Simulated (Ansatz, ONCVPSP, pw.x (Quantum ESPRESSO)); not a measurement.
What a changed setting does to a pw.x run (diamond Al)

Potential: optimised norm-conserving Vanderbilt (ONCV), ONCVPSP 4.0.1.1 (patched build), LDA (Perdew-Wang 92); core [Ne], reference 3s2 3p0.5; waves: 3s: rc 1.95 bohr, ncon 4, nbas 7, qcut 2.6 1/bohr, 2 projectors, debl 1 Ha; 3p: rc 2.25 bohr, ncon 5, nbas 10, qcut 3.3 1/bohr, 2 projectors, debl 2 Ha; local part: polynomial inside 1.75 bohr (lpopt 4, dvloc0 0 Ha); core correction: Teter function fitted to the true core (icmod 2), fcfact 0.45.

The reference run (k-mesh 8³, cutoffs 70/280 Ry, Fermi–Dirac 0.01 Ry, mixing_beta 0.4, conv_thr 1e-9, no spin) gives 0.27 GPa at 26.369 Å³/atom, where all-electron LAPW gives -0.01 GPa. This run, with its own iteration cap, changes k-mesh points per axis to 3.

```
&control
  calculation='scf', prefix='x', pseudo_dir='./', outdir='./tmp', tstress=.true., disk_io='none'
/
&system
  ibrav=0, nat=2, ntyp=1, ecutwfc=70, ecutrho=280, nbnd=10,
  occupations='smearing', smearing='fd', degauss=0.01
/
&electrons
  conv_thr=1e-09, mixing_beta=0.4, electron_maxstep=50
/
ATOMIC_SPECIES
Al 1.0 Al.UPF
CELL_PARAMETERS angstrom
  0.00000000 2.97644517 2.97644517
  2.97644517 0.00000000 2.97644517
  2.97644517 2.97644517 0.00000000
ATOMIC_POSITIONS crystal
Al 0.0000 0.0000 0.0000
Al 0.2500 0.2500 0.2500
K_POINTS automatic
3 3 3 0 0 0
```

```bash
pw.x < Al.scf.in > Al.scf.out
```

Task: How does the run end?

Result: It converges in 7 iterations; the free energy moves by -32.2 meV/atom and the pressure by +0.07 GPa.

```
Message from routine setup:
     using ibrav=0 with symmetry is DISCOURAGED, use correct ibrav instead
     lattice parameter (alat)  =       7.9545  a.u.
     unit-cell volume          =     355.8937 (a.u.)^3
     number of electrons       =         6.00
     number of Kohn-Sham states=           10
     kinetic-energy cutoff     =      70.0000  Ry
     charge density cutoff     =     280.0000  Ry
     scf convergence threshold =      1.0E-09
     Exchange-correlation= SLA  PW   NOGX NOGC
     number of k points=     4  Fermi-Dirac smearing, width (Ry)=  0.0100
     iteration #  1     ecut=    70.00 Ry     beta= 0.40
     total energy              =     -11.02198611 Ry
     estimated scf accuracy    <       0.01958432 Ry
     iteration #  2     ecut=    70.00 Ry     beta= 0.40
     total energy              =     -11.02055333 Ry
     estimated scf accuracy    <       0.00565667 Ry
     iteration #  3     ecut=    70.00 Ry     beta= 0.40
     total energy              =     -11.02093449 Ry
     estimated scf accuracy    <       0.00016114 Ry
     iteration #  4     ecut=    70.00 Ry     beta= 0.40
     total energy              =     -11.02094409 Ry
     estimated scf accuracy    <       0.00000013 Ry
     iteration #  5     ecut=    70.00 Ry     beta= 0.40
     total energy              =     -11.02094438 Ry
     estimated scf accuracy    <       0.00000002 Ry
     iteration #  6     ecut=    70.00 Ry     beta= 0.40
     total energy              =     -11.02094438 Ry
     estimated scf accuracy    <       0.00000001 Ry
     iteration #  7     ecut=    70.00 Ry     beta= 0.40
     the Fermi energy is     3.1341 ev
!    total energy              =     -11.02094438 Ry
     estimated scf accuracy    <          7.9E-11 Ry
     smearing contrib. (-TS)   =      -0.00943873 Ry
     The total energy is F=E-TS. E is the sum of the following terms:
     one-electron contribution =       3.14404019 Ry
     hartree contribution      =       0.40846615 Ry
     xc contribution           =      -5.94462361 Ry
     ewald contribution        =      -8.61938837 Ry
     convergence has been achieved in   7 iterations
          total   stress  (Ry/bohr**3)                   (kbar)     P=        3.41
     Message from routine punch:
     Nothing written, as per user request (disk_io='none')
```

The run took about 4 s on one core of a shared host (Neoverse-N1, 64 threads, 124 GiB, load 52).
